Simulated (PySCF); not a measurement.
# Carbon: a sound run and one with changed settings

Sound run: C [He] 2s2 2p2, C+ [He] 2s2 2p1. Computed with PySCF 2.14 in cc-pVDZ, with the non-relativistic Hamiltonian (point nucleus). The sound run starts from symmetry-adapted Hartree-Fock orbitals and uses a fine grid where one is needed.

Changed run: 14 angular points. This setting is unsound on purpose.

| species | method | sound run (hartree) | changed run (hartree) | converged |
| --- | --- | --- | --- | --- |
| C | UHF | -37.68654 | -37.68654 | yes |
| C | MN15 | -37.80223 | -37.80067 | yes |
| C | LDA | -37.45778 | -37.45856 | yes |
| C+ | UHF | -37.28953 | -37.28953 | yes |
| C+ | MN15 | -37.38636 | -37.38291 | yes |
| C+ | LDA | -37.02993 | -37.02927 | yes |

Ionisation energy of C:

```tsv
method	sound run (eV)	changed run (eV)
UHF	10.803	10.803
MN15	11.316	11.368
LDA	11.643	11.681
```

A coarse angular grid integrates products of high-l functions wrongly, so density functionals can shift, and the SCF can exploit the error; Hartree-Fock and MP2 need no grid.

For comparison, NIST gives 11.260 eV between the lowest levels.
